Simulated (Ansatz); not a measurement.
# Worked example: GeH2Br⁺ (H-bridged), triplet against GeH2Br (H-bridged), quartet

Geometry (PBE0/def2-TZVP stationary point of a quartet), kept for both states (GeH2Br (H-bridged), quartet: A; GeH2Br⁺ (H-bridged), triplet: A):

```csv
atom,x (Å),y (Å),z (Å)
Ge,0.0000,0.4611,0.6275
Br,0.0000,0.4176,-2.1626
H,0.0000,-0.1726,2.0682
H,0.0000,-0.7061,-0.5332
```

Basis cc-pVDZ; Ansatz 0.2.0. Correlated methods freeze the noble-gas cores and the filled d shells of p-block atoms. Prefix R: restricted or restricted open-shell reference; prefix U: unrestricted. No spin–orbit coupling is included, and no scalar relativity.

Full CI isn't at hand for all of this; UCCSDT(Q) serves as the reference, and is uncertain by about the last step of the cluster series.

```csv
level,"E(GeH2Br (H-bridged), quartet) (hartree)","E(GeH2Br⁺ (H-bridged), triplet) (hartree)"
UHF,-4648.772136,-4648.492003
UMP2,-4648.953124,-4648.664585
UCCSD(T),-4648.990541,-4648.705370
PBE,-4651.463697,-4651.179014
PBE0,-4651.605636,-4651.313509
UCCSDT(Q),-4648.992066,-4648.707699
```

Give the vertical gap, GeH2Br⁺ (H-bridged) triplet less GeH2Br (H-bridged) quartet, at each level in eV (1 hartree = 27.2114 eV), and each error against UCCSDT(Q).

UCCSDT(Q): (-4648.707699 − (-4648.992066)) × 27.2114 = 7.738 eV (the reference)
PBE0: (-4651.313509 − (-4651.605636)) × 27.2114 = 7.949 eV, error 0.211 eV
PBE: (-4651.179014 − (-4651.463697)) × 27.2114 = 7.747 eV, error 0.009 eV
UCCSD(T): (-4648.705370 − (-4648.990541)) × 27.2114 = 7.760 eV, error 0.022 eV
UMP2: (-4648.664585 − (-4648.953124)) × 27.2114 = 7.852 eV, error 0.114 eV
UHF: (-4648.492003 − (-4648.772136)) × 27.2114 = 7.623 eV, error -0.115 eV

Total energies of functionals can't be set beside those of wave-function methods, since they hold the core's correlation and their own absolute errors; only the differences compare.

In so small a basis the reference is far from its limit while semilocal and hybrid functionals are nearer theirs, so the functionals' errors here hold much of the reference's basis and frozen-core error, which can add to them or hide them.

Each level lands on the state that its own search finds. T1 diagnostics of restricted CCSD: 0.025 and 0.040.
